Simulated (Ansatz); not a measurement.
# Worked example: O–C–PH⁺, doublet against O–C–PH, singlet

Geometry (PBE0/def2-TZVP stationary point of a singlet), kept for both states (O–C–PH, singlet: A'; O–C–PH⁺, doublet: A''):

| atom | x (Å) | y (Å) | z (Å) |
| --- | --- | --- | --- |
| O | 0.0000 | 0.0189 | 1.7341 |
| C | 0.0000 | 0.0338 | 0.5856 |
| P | 0.0000 | -0.0670 | -1.0874 |
| H | 0.0000 | 1.3572 | -1.0865 |

Basis cc-pVDZ; Ansatz 0.2.0. Only valence electrons are correlated (noble-gas cores frozen). Prefix R: restricted or restricted open-shell reference; prefix U: unrestricted.

Full CI isn't at hand for all of this; UCCSDT(Q) serves as the reference, and is uncertain by the last step of the cluster series or more.

```csv
level,"E(O–C–PH, singlet) (hartree)","E(O–C–PH⁺, doublet) (hartree)"
UHF,-454.028919,-453.724811
UMP2,-454.451919,-454.117567
UCCSD(T),-454.486499,-454.157205
PBE,-454.985207,-454.643439
r2SCAN,-455.180571,-454.836173
UCCSDT(Q),-454.489337,-454.160413
```

Problem. Give the vertical gap, O–C–PH⁺ doublet less O–C–PH singlet, at each level in eV (1 hartree = 27.2114 eV), and each error against UCCSDT(Q).

Solution. UCCSDT(Q): (-454.160413 − (-454.489337)) × 27.2114 = 8.950 eV (the reference)
r2SCAN: (-454.836173 − (-455.180571)) × 27.2114 = 9.372 eV, error 0.422 eV
PBE: (-454.643439 − (-454.985207)) × 27.2114 = 9.300 eV, error 0.350 eV
UCCSD(T): (-454.157205 − (-454.486499)) × 27.2114 = 8.961 eV, error 0.011 eV
UMP2: (-454.117567 − (-454.451919)) × 27.2114 = 9.098 eV, error 0.148 eV
UHF: (-453.724811 − (-454.028919)) × 27.2114 = 8.275 eV, error -0.675 eV

Total energies of functionals can't be set beside those of wave-function methods, since they hold the core's correlation and their own absolute errors; only the differences compare.

In so small a basis the reference is far from its limit while semilocal and hybrid functionals are nearer theirs, so the functionals' errors here hold much of the reference's basis and frozen-core error, which can add to them or hide them.

Each level lands on the state that its own search finds. T1 diagnostics of restricted CCSD: 0.020 and 0.025.
